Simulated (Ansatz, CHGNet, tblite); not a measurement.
## Ladder of methods for the c axis length of 2H WSe2

Reference value: 12.96 Å (measured, 300 K, no zero-point or thermal correction; as tabulated in arXiv:1605.07067).

Task: What do IPEA1-xTB, CHGNet 0.3.0, LDA, PBE, PBE+SOC, PBEsol, PBE-D4, rVV10, r²SCAN, r²SCAN-D4, r²SCAN+rVV10, HSE06 give, and how far is each from the reference?

Result: 
| level (code) | value (Å) | difference (%) |
|---|---|---|
| IPEA1-xTB (tblite) | 12.194 | -5.91 |
| CHGNet 0.3.0 | 18.012 | +39 |
| LDA (Ansatz) | 12.819 | -1.09 |
| PBE (Ansatz) | 15.107 | +16.6 |
| PBE+SOC (Ansatz) | 15.092 | +16.5 |
| PBEsol (Ansatz) | 13.225 | +2.04 |
| PBE-D4 (Ansatz) | 12.833 | -0.98 |
| rVV10 (Ansatz) | 13.181 | +1.71 |
| r²SCAN (Ansatz) | 13.717 | +5.84 |
| r²SCAN-D4 (Ansatz) | 13.224 | +2.04 |
| r²SCAN+rVV10 (Ansatz) | 13.148 | +1.45 |
| HSE06 (Ansatz) | 14.658 | +13.1 |

Leaving aside IPEA1-xTB (doubt noted below), CHGNet 0.3.0 (doubt noted below): The reference is not for a static lattice or low temperature, so close values are not ranked against it. Off by more than 1.75 %, or 2.45 % on the side where a correction would as a rule narrow the miss (bounds picked here): PBE (+16.6 %), PBE+SOC (+16.5 %), HSE06 (+13.1 %), r²SCAN (+5.84 %), PBEsol (+2.04 %), r²SCAN-D4 (+2.04 %).

The reference isn't brought to a static lattice, while the calculations are for one, so the differences are not the levels' errors alone. The crystal itself was run without spin with LDA, PBE, PBEsol, PBE-D4, r²SCAN, HSE06; a magnetic state was not tried in these runs. Density-functional levels without +SOC have no spin–orbit coupling. IPEA1-xTB: this parameter set was refitted to ionisation energies, not structures. IPEA1-xTB: the run uses a supercell at the zone centre in place of a k mesh. CHGNet 0.3.0: the cell has another shape than the first-principles one, perhaps another minimum in the same group. CHGNet 0.3.0: the cell moved over 20 % in volume from its start. LDA: LDA has no dispersion term either, though it tends to give short spacings of layers, chains or molecules. PBE, PBE+SOC, r²SCAN: for a layered or molecular solid the relaxed cell lies over 5 % above the published volume, where the minimum can be shallow. PBE, PBE+SOC, PBEsol, r²SCAN, HSE06: the cell comes from a level without a dispersion term, which matters for the spacing of layers, chains or molecules. Cutoffs and k meshes differ between the levels. Ansatz's density-functional and Hartree–Fock values are scalar-relativistic unless marked +SOC, with PAW data made under PBE.

Machine-learned potentials (CHGNet 0.3.0) are trained on DFT data: a solid inside that data is no test of them.

Differences are worked out from the printed values.

Ansatz is a quantum-chemistry and plane-wave program.
